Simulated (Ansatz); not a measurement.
Input file:

```yaml
crystal:
  periodic: [false, false, false]
  atoms:
    - {symbol: Si, position_ang: [0.000000, -0.088632, 0.623452]}
    - {symbol: N, position_ang: [0.000000, 0.041898, -1.078578]}
    - {symbol: H, position_ang: [0.000000, 1.762896, 0.899548]}
    - {symbol: H, position_ang: [0.000000, 0.897690, -1.611209]}
    - {symbol: H, position_ang: [0.000000, -0.773173, -1.672070]}
basis:
  gaussian: {orbitals: cc-pVDZ}
hamiltonian: {xc: {name: r2SCAN}}
```

```sh
$ ansatz run in.yaml --threads 1 --pin off --events-out ev --progress --plain --max-ram 2393MiB
```

Task: Roughly how long does this take on 1 thread of Arm Neoverse V1, shared host, and how much host memory?

Result: 1.4 s wall and 0.16 GiB.

```
610 factors; their error is unknown
mean field evaluation 1: about -9407.4080 eV, gradient 5.5e1 eV
mean field evaluation 2: about -9374.8100 eV, gradient 1.1e2 eV
mean field evaluation 4: about -9413.5866 eV, gradient 3.8e0 eV
mean field evaluation 8: about -9413.6391 eV, gradient 1.2e-1 eV
mean field evaluation 16: about -9413.6392 eV, gradient 1.2e-5 eV
mean field -9413.63916949 eV, -345.9448586848 hartree, gradient 1.2e-5 eV, S^2 0.000000; 0 other end points of the search recorded, 0 dependent functions left out
reference -9413.63917735 eV, -345.9448589736 hartree; 12, 12 occupied and 35, 35 virtual orbitals, 610 factors
Total energy: -9413.63917735 eV, -345.9448589736 hartree
```
